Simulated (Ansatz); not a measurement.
# C2Si (SiC2 ring): the cost of one run

Program: Ansatz 0.2.0. Level of theory: CCSD(T) on Hartree-Fock, Gaussian basis cc-pV(Q+d)Z. These are calculated values, not measurements.

### 1 The structure to begin with

Bond lengths: Si1–C2 1.833 Å, Si1–C3 1.833 Å, C2–C3 1.270 Å. Angles: Si1–C2–C3 69.7°, C2–Si1–C3 40.5°, Si1–C3–C2 69.7°.

Coordinates:

```xyz
3

Si    0.0000    0.0000    0.0000
C     0.6350    0.0000    1.7200
C    -0.6350    0.0000    1.7200
```

### 2 Relaxing the atoms: C2Si (SiC2 ring)

Input file input.yaml:

```yaml
relax:
  f_tol: 0.0003
  max_steps: 200
  escape_saddle: false
crystal:
  periodic: [false, false, false]
  atoms:
    - { symbol: Si, position_ang: [0.0, 0.0, 0.0] }
    - { symbol: C, position_ang: [0.635, 0.0, 1.72] }
    - { symbol: C, position_ang: [-0.635, 0.0, 1.72] }
basis:
  gaussian: { orbitals: "cc-pV(Q+d)Z.json" }
hamiltonian:
  xc: hf
correlation:
  method: ccsd_t
```

Started as:

```
$ ansatz run input.yaml --threads 8 --pin off --max-ram 20480MiB --backend cpu --events-out ev --progress --plain --runs-dir out
```

What time and memory should one allow on 8 threads of Intel Xeon Platinum 8259CL at 2.50GHz (Skylake/Cascade Lake), shared host?

About 2.6 min, with a peak of 2.7 GiB.
